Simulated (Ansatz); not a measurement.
A structure relaxed at PBE0-D4/def2-TZVP, charge 0, multiplicity 1:

```
atom   x (Å)   y (Å)   z (Å)
  C1   0.268  -1.247  -0.200
  C2  -0.463   0.052  -0.396
  F3  -1.795  -0.093  -0.049
  C4   0.086   1.193   0.441
  F5   1.322   1.519  -0.017
  F6   0.210   0.830   1.737
  H7   0.205  -1.567   0.840
  H8  -0.170  -2.015  -0.838
  H9   1.319  -1.128  -0.470
 H10  -0.430   0.375  -1.442
 H11  -0.553   2.081   0.395
```

Question: Give its formula and SMILES.

Answer: C3H5F3, `CC(F)C(F)F`.

Question: Summarise the bond lengths by kind.

Answer: 2 × C–C 1.504 to 1.518 Å; 5 × C–H 1.090 to 1.096 Å; 3 × C–F 1.352 to 1.384 Å.

Results of the Gaussian-basis code of Ansatz.
